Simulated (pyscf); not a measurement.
Structures and frequencies: ωB97X-D3(BJ)/def2-SVP in PySCF.

### Question
H₂N–SiH₂–Cl + H• → •HN–SiH₂–Cl + H₂
Surface: doublet. Broken: H–N. Formed: H–H. Give ΔE‡ and ΔE from ωB97M-D3(BJ)/def2-TZVP, relative to the separated reactants.

### Answer
ΔE‡ = 17.7 kcal/mol, ΔE = +10.2 kcal/mol. Zero-point energy shifts the barrier by -1.1 kcal/mol. It is a hydrogen abstraction, with an imaginary mode of 1173i cm⁻¹. The same reactants have a lower exit, to H₂N–SiH•–Cl + H₂ (barrier +5.2 kcal/mol at ωB97M-D3(BJ)/def2-TZVP, against +17.7 kcal/mol here). •HN–SiH₂–Cl lies 20.1 kcal/mol over its isomer H₂N–SiH•–Cl (electronic energy, ωB97M-D3(BJ)/def2-TZVP). This is the saddle that the search found; another between the same sides may lie lower. The angle at the transferred H is 158°.
